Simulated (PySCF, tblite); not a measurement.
# How well do the runs reproduce experiment for nitrogen trifluoride?

**Measured values to compare with.**

NIST CCCBDB Release 22 (SRD 101), experimental dipoles lists, for the gas: dipole moment (microwave Stark effect) 0.235 D.

From CRC Handbook of Chemistry and Physics, for the gas at 298.15 K: standard entropy 260.8 J/(mol K).

How close the calculation comes is told at the end.

Nitrogen trifluoride, NF3.
SMILES with atom numbers: `[F:1][N:2]([F:3])[F:4]`

Geometry (GFN2-xTB, Å), atoms numbered from 1 in this order:
```
atom  x, y, z in Å
F1    -0.5388    1.1051   -0.1535
N2     0.0013    0.0021    0.4276
F3    -0.6825   -1.0204   -0.1499
F4     1.2302   -0.0820   -0.1470
```

Runs made with PySCF (gas phase, on this GFN2-xTB geometry; no spin–orbit coupling):

| level | job | basis functions | wall time |
| --- | --- | --- | --- |
| PBE0/pcSseg-1 | shieldings, charges and field gradients | 68 | 2.0 s |
| B3LYP/pcJ-1 | spin–spin couplings from 4 perturbed nuclei | 108 | 2.9 s |

Hardware: one thread, x86-64 server (shared host).

GFN2-xTB wavenumbers (cm⁻¹, harmonic, unscaled, at the method's own geometry): 445, 445, 578, 811, 812, 984. Point group C3v, symmetry number 3. Entropy at 298.15 K and 1 bar in J/(mol K): translation 162.0, rotation 89.9, vibration 10.9.

Results beside the measurements:

**Dipole moment.** Measured: 0.235 D (NIST CCCBDB Release 22 (SRD 101), experimental dipoles).

| level | computed (D) | computed − measured (D) |
| --- | --- | --- |
| PBE0/pcSseg-1 | 0.105 | -0.130 |
| B3LYP/pcJ-1 | 0.114 | -0.121 |

Closest is B3LYP/pcJ-1 (-0.121 D), furthest PBE0/pcSseg-1 (-0.130 D); one molecule doesn't rank methods. The computed dipoles belong to one fixed geometry; measured ones are averaged over vibrations unless marked μe. Magnitudes are compared, not signs.

**Standard entropy at 298.15 K.** Measured: 260.8 J/(mol K) (298.15 K; CRC Handbook of Chemistry and Physics).

```csv
level,computed (J/(mol K)),computed − measured (J/(mol K)),% (from the printed values)
"GFN2-xTB, rigid rotor and harmonic oscillator",262.8,+2.0,+1
```

Ideal gas at 1 bar, most abundant isotopes; table values of this kind come from calorimetry or from spectroscopic constants.

The geometry is computed, not the measured one. Where a level misses, the cause wasn't examined.
